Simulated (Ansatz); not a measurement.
For rutile TiO₂, r²SCAN-D4 in Ansatz (plane waves, PAW) gives:

```
Quantity                         Result
------------------------------  -------
equilibrium lattice constant a  4.584 Å
lattice parameter c             2.950 Å
```

Question: What does Hartree–Fock (PAW; Ansatz, an electronic-structure program) give for the same quantities?

Answer: 
- lattice constant a: 4.562 Å (drops by 0.5 %)
- lattice parameter c: 2.970 Å (goes up by 0.7 %)

For comparison: lattice constant a 4.587 Å (measured, 15 K, zero-point motion not removed; as tabulated in Burdett, Hughbanks, Miller, Richardson, Smith, powder neutron diffraction …); lattice parameter c 2.954 Å (measured, 15 K, zero-point motion not removed; as tabulated in Burdett, Hughbanks, Miller, Richardson, Smith, powder neutron diffraction …).

Changes are worked out from the printed values.

Unless a cell is named, each level is at its own relaxed cell (r²SCAN-D4 10.33, Hartree–Fock 10.30 Å³/atom).

Ansatz's density-functional and Hartree–Fock values are scalar-relativistic unless marked +SOC, with PAW data made under PBE.
